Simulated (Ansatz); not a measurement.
# C4H10S2: a ladder of functionals and wavefunction methods

Aim: compute C4H10S2 with functionals from several rungs and with coupled cluster, and see how far each lands from CCSD(T) at the basis-set limit for the atomisation energy.

The runs use Ansatz 0.2.0, Gaussian basis; functionals in def2-TZVPP, the program's frozen cores in correlated methods.

Plan: LDA (SPW92), PBE-D4, revPBE-D4, BLYP-D4, r2SCAN-D4, B97M-V, PBE0-D4, B3LYP-D4, r2SCANh-D4, r2SCAN0-D4, HSE06-D4, BHLYP-D4, CAM-B3LYP-D4, LC-ωPBE, ωB97X-V, ωB97M-V, B2PLYP, PBE-QIDH; CCSD(T)/def2-SVP; CCSD(T)/def2-TZVPP; MP2/def2-QZVPP; extrapolation to the limit; RPA on PBE.

## 1. The relaxed structure

The geometry comes from an earlier relaxation with PBE0-D4 in a triple-zeta def2 set; it is a stationary point, not always the lowest conformer.

16 atoms, charge 0, spin multiplicity 1.

Atoms are counted from 1 here; the program's logs count them from 0.

Bond lengths: C1–C2 1.512 Å, C1–H7 1.094 Å, C1–H8 1.092 Å, C1–H9 1.092 Å, C2–S3 1.816 Å, C2–H10 1.092 Å, C2–H11 1.095 Å, S3–S4 2.029 Å, S4–C5 1.816 Å, C5–C6 1.512 Å, C5–H12 1.092 Å, C5–H13 1.095 Å, C6–H14 1.092 Å, C6–H15 1.094 Å, C6–H16 1.092 Å. Angles: C2–C1–H7 110.5°, C2–C1–H8 110.5°, C2–C1–H9 111.0°, H7–C1–H8 108.1°, H7–C1–H9 108.5°, H8–C1–H9 108.2°, C1–C2–S3 114.1°, C1–C2–H10 111.7°, C1–C2–H11 111.5°, S3–C2–H10 108.5°, S3–C2–H11 103.3°, H10–C2–H11 107.1°, C2–S3–S4 103.6°, S3–S4–C5 103.6°, S4–C5–C6 114.1°, S4–C5–H12 108.5°, S4–C5–H13 103.3°, C6–C5–H12 111.7° and more.

## 2. LDA

This LDA is Slater exchange with PW92 correlation.

The input, in.yaml:

```yaml
crystal:
  periodic: [false, false, false]
  atoms:
    - {symbol: C, position_ang: [-1.107014, 2.417699, -0.945696]}
    - {symbol: C, position_ang: [-1.500120, 1.002466, -0.587449]}
    - {symbol: S, position_ang: [-0.465698, -0.272665, -1.363227]}
    - {symbol: S, position_ang: [1.363464, 0.028463, -0.537955]}
    - {symbol: C, position_ang: [1.309507, -0.950646, 0.990584]}
    - {symbol: C, position_ang: [1.192539, -2.440988, 0.764877]}
    - {symbol: H, position_ang: [-1.765156, 3.135582, -0.448288]}
    - {symbol: H, position_ang: [-0.082311, 2.622145, -0.629151]}
    - {symbol: H, position_ang: [-1.169497, 2.579747, -2.023362]}
    - {symbol: H, position_ang: [-1.495867, 0.842542, 0.492968]}
    - {symbol: H, position_ang: [-2.506990, 0.763112, -0.945037]}
    - {symbol: H, position_ang: [0.499203, -0.571499, 1.617137]}
    - {symbol: H, position_ang: [2.250032, -0.693098, 1.488636]}
    - {symbol: H, position_ang: [2.037741, -2.815886, 0.184718]}
    - {symbol: H, position_ang: [1.164873, -2.972151, 1.720397]}
    - {symbol: H, position_ang: [0.275286, -2.674843, 0.220848]}
basis:
  gaussian: {orbitals: def2-TZVPP}
hamiltonian: {xc: lda}
output: {orbitals: {seedname: orbitals}}
```

Command:

```bash
> ansatz run in.yaml --threads 2 --pin off --events-out ev --progress --plain --max-ram 22528MiB --backend cuda --devices 0, --max-vram 18GiB
```

Further steps of the session: PBE-D4 (GGA); revPBE-D4 (GGA); BLYP-D4 (GGA); r2SCAN-D4 (meta-GGA); B97M-V (meta-GGA); B3LYP-D4 (hybrid); r2SCANh-D4 (hybrid); r2SCAN0-D4 (hybrid); HSE06-D4 (hybrid); BHLYP-D4 (hybrid); CAM-B3LYP-D4 (range-separated); LC-ωPBE (range-separated); ωB97X-V (range-separated); ωB97M-V (range-separated); B2PLYP (double hybrid); PBE-QIDH (double hybrid); CCSD(T) in def2-SVP; CCSD(T) in def2-TZVPP; MP2 in def2-QZVPP; RPA on PBE orbitals.

Before running them: what should the planned runs give, taken together? Wanted: atomisation energy, CCSD(T)/CBS; farthest beyond LDA; mean size of error, GGA; mean size of error, meta-GGA; mean size of error, hybrid; mean size of error, range-separated; mean size of error, double hybrid; gap, smallest and largest; T1 diagnostic.

**Answer**, as computed:

```
                               quantity                                                                                          value
        atomisation energy, CCSD(T)/CBS                                                                                  5959.0 kJ/mol
 functionals within 29.8 kJ/mol (0.5 %)  revPBE-D4, BLYP-D4, r2SCAN-D4, B3LYP-D4, r2SCANh-D4, CAM-B3LYP-D4, ωB97X-V, ωB97M-V, PBE-QIDH
                    farthest beyond LDA                                                                       BHLYP-D4 (-144.1 kJ/mol)
                mean size of error, GGA                                                                                    53.2 kJ/mol
           mean size of error, meta-GGA                                                                                    27.9 kJ/mol
             mean size of error, hybrid                                                                                    47.6 kJ/mol
    mean size of error, range-separated                                                                                    22.7 kJ/mol
      mean size of error, double hybrid                                                                                    41.8 kJ/mol
              gap, smallest and largest                                                      4.35 eV (LDA (SPW92)), 11.66 eV (LC-ωPBE)
                          T1 diagnostic                                                                                         0.0109
triples share of the correlation energy                                                                                          4.2 %
```

**Reading.** LDA overbinds by 849.4 kJ/mol (14 %). PBE-D4 is off by +129.3 kJ/mol. Double hybrids carry the basis error of their MP2 part in triple zeta, and no dispersion term here, so their miss is partly the set-up's. The rungs range-separated, meta-GGA miss on average by less than the doubt on the reference (29.8 kJ/mol), so they tie. The reference freezes the cores and leaves out relativity and excitations past (T), so misses under about 29.8 kJ/mol can't be ranked. Hartree-Fock recovers 74 % of the binding; the rest is correlation. CCSD(T) in def2-SVP is off by -310.4 kJ/mol, so the small basis spoils what the method gains. Orbital gaps span 4.4 to 11.7 eV; exact exchange widens them.
